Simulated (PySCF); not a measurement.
Which level of theory gave which numbers?

Species: C3H4.
SMILES with atom numbers: `[CH:1]#[C:2][CH3:3]` (hydrogens: H4 on C1; H5, H6, H7 on C3)

The closed-shell ground state was solved 7 times with PySCF (density fitting, gas phase), always with PBE0, in these basis sets: 6-31+G*, 6-311+G(2d,p), 6-31G*, aug-cc-pVTZ, def2-SVP, def2-SVPD and pcSseg-2. Geometry: PBE0-D3(BJ)/def2-SVP; no solvent, vibrations or thermal averaging.

| row | total energy (Eh) | HOMO (eV) | LUMO (eV) | dipole (D) |
| --- | --- | --- | --- | --- |
| P | -116.5457 | -7.70 | -0.06 | 0.85 |
| Q | -116.4191 | -7.60 | 1.51 | 0.79 |
| R | -116.5371 | -7.70 | 0.42 | 0.84 |
| S | -116.5043 | -7.64 | 0.58 | 0.81 |
| T | -116.4233 | -7.71 | 0.81 | 0.81 |
| U | -116.5477 | -7.70 | 0.73 | 0.85 |
| V | -116.4981 | -7.35 | 1.86 | 0.70 |

**Question.** Which basis belongs to which row?

**Answer.** P = aug-cc-pVTZ, Q = def2-SVP, R = 6-311+G(2d,p), S = 6-31+G*, T = def2-SVPD, U = pcSseg-2, V = 6-31G*. From the lowest total energy up: pcSseg-2 (164 functions) 0 eV; aug-cc-pVTZ (230 functions) +0.06 eV; 6-311+G(2d,p) (105 functions) +0.29 eV; 6-31+G* (62 functions) +1.18 eV; 6-31G* (50 functions) +1.35 eV; def2-SVPD (92 functions) +3.39 eV; def2-SVP (62 functions) +3.50 eV.
